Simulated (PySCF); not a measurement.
**Isomers of C3H5N: computed energies against enthalpies of formation**

**What was measured.**

CRC Handbook of Chemistry and Physics lists, for the gas at 298.15 K: enthalpy of formation of `CCC#N` (propanenitrile) 51.7 kJ/mol; enthalpy of formation of `[C-]#[N+]CC` 141.7 kJ/mol.

How close the calculation comes is told at the end.

Differences of these values give the isomerisation enthalpies. Geometries: GFN2-xTB; runs in PySCF, gas phase, with a dispersion term only where the level names one. Total electronic energies (Eh):

```
     SMILES  PBE0/pcSseg-1
      CCC#N     -171.83557
[C-]#[N+]CC     -171.80139
```

Geometry of `CCC#N` (Å):
```
atom  x, y, z in Å
C1    -0.9640   -0.2959    0.0853
C2     0.2971    0.4658   -0.3276
C3     1.4661   -0.0973    0.2999
N4     2.3846   -0.5538    0.8041
H5    -1.1010   -0.2491    1.1633
H6    -0.8909   -1.3409   -0.2076
H7    -1.8355    0.1406   -0.3968
H8     0.2229    1.5170   -0.0340
H9     0.4342    0.4195   -1.4118
```

Geometry of `[C-]#[N+]CC` (Å):
```
atom  x, y, z in Å
C1     2.366   -0.735    0.634
N2     1.426   -0.129    0.319
C3     0.275    0.575   -0.059
C4    -0.933   -0.356   -0.127
H5     0.462    1.033   -1.036
H6     0.106    1.370    0.675
H7    -0.762   -1.147   -0.854
H8    -1.814    0.208   -0.421
H9    -1.114   -0.813    0.844
```

Zero-point and thermal terms are left out, so the computed numbers are electronic energies.

**Comparison with experiment**

Relative to `CCC#N`, the lowest by measurement, in kJ/mol (measured: enthalpies at 298.15 K; computed: electronic energies):

```tsv
SMILES	measured	PBE0/pcSseg-1
CCC#N	0.0	0.0
[C-]#[N+]CC	90.0	89.7
```

Measured values: 51.7 kJ/mol (298.15 K; CRC Handbook of Chemistry and Physics) for the first row; the others come from the same table. Unsigned miss: PBE0/pcSseg-1 0.3 kJ/mol. Where a level misses, the cause wasn't examined.
